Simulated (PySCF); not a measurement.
Na(Cl) cation (ClNa), SMILES [Na][Cl] (connectivity only; charge and spin as stated), charge +1, multiplicity 2. Atoms are numbered in the order given.

```xyz
2

Na     0.0000     0.0000    -1.7041
Cl     0.0000     0.0000     1.1026
```
Charge +1, spin multiplicity 2.

Geometry optimised at PBE-D3(BJ)/def2-TZVPD. The spin state was assumed, not searched.

The numbers are results of B3LYP/def2-TZVPD run with PySCF, not measurements.

Gas-phase values at a fixed geometry.

Computed frontier levels, dipole moment:
- α spin, highest occupied and lowest empty level = -14.84 and -6.53 eV
- β spin, highest occupied and lowest empty level = -14.43 and -11.83 eV
- dipole moment about the centre of nuclear charge = 6.80 D
- ⟨S²⟩ = 0.753 (pure state 0.75)
